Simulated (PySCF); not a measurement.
CH₇BO, singlet: at a first-order saddle point.

run.py

```python
import json, numpy as np
from pyscf import gto, scf, dft, mp, cc
EV, BOHR = 27.211386245988, 0.529177210903
mol = gto.M(atom="""
B 0.140758 0.301863 -0.750969
O -1.425159 0.101650 -0.738291
H 0.690556 -0.524101 -1.427327
H 0.414372 1.455319 -0.913938
H -0.736704 -0.125679 0.273378
C 0.473190 -0.087439 0.944769
H -1.646737 -0.720564 -1.183905
H 0.410348 -1.118445 1.304221
H 0.147216 0.604412 1.724861
H 1.532160 0.112984 0.767000
""", basis="def2-tzvpp", charge=0, spin=0, max_memory=8670, verbose=0)
def mean_field(mol, dm=None):
    mf = dft.RKS(mol, xc="slater,pw").density_fit()
    mf.conv_tol = 1e-9; mf.grids.level = 4
    mf.kernel(dm0=dm)
    if not mf.converged: mf = mf.newton().run(mf.mo_coeff, mf.mo_occ)
    assert mf.converged
    return mf
def d4(mol):
    return 0.0, np.zeros((10, 3))
def energy_and_gradient(mol, dm=None):
    mf = mean_field(mol, dm); e, g = d4(mol)
    return mf, (mf.e_tot + e) * EV, (mf.nuc_grad_method().kernel()[:10] + g) * EV / BOHR
out = {}
mf = mean_field(mol); e = d4(mol)[0]
out.update(energy=(mf.e_tot + e) * EV, converged=True, dispersion=e * EV)
out['s2'] = mf.spin_square()[0]; out['nelec'] = mol.nelec
print(f"Total energy {out['energy']:.6f} eV, <S^2> {out['s2']:.4f}")
json.dump(out, open("out.json", "w"), default=float)
```

Command:

```bash
OMP_NUM_THREADS=4 python run.py
```

It printed (PySCF 2.14):

```
Total energy -3841.185620 eV, <S^2> 0.0000
```

The run took about 13 s on 4 CPU threads of an Intel Xeon (shared host).
